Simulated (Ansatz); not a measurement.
Cartesian coordinates (Å):
```xyz
6

C      0.6796     0.1235    -0.0413
C     -0.6795    -0.1236     0.0411
H      1.4071    -0.6365     0.2396
H      1.0558     1.0847    -0.3885
H     -1.3892     0.6863     0.2031
H     -1.0736    -1.1343    -0.0541
```
Charge +1, spin multiplicity 2.

The numbers are results of frozen-core CCSD(T)/def2-TZVPP // CAM-B3LYP-D3(BJ)/def2-TZVP (Ansatz, a quantum-chemistry and plane-wave program), not measurements.

```yaml
HF energy: -77.74033 Ha
MP2 correlation energy: -0.27338 Ha
```

### Question
Estimate the CCSD correlation energy, the (T) correction, the total energy and the T1 diagnostic.

### Answer

```json
{
 "CCSD correlation energy": "-0.30528 Ha",
 "(T) correction": "-0.00984 Ha",
 "CCSD(T) total energy": "-78.05545 Ha",
 "T1 diagnostic": "0.016"
}
```
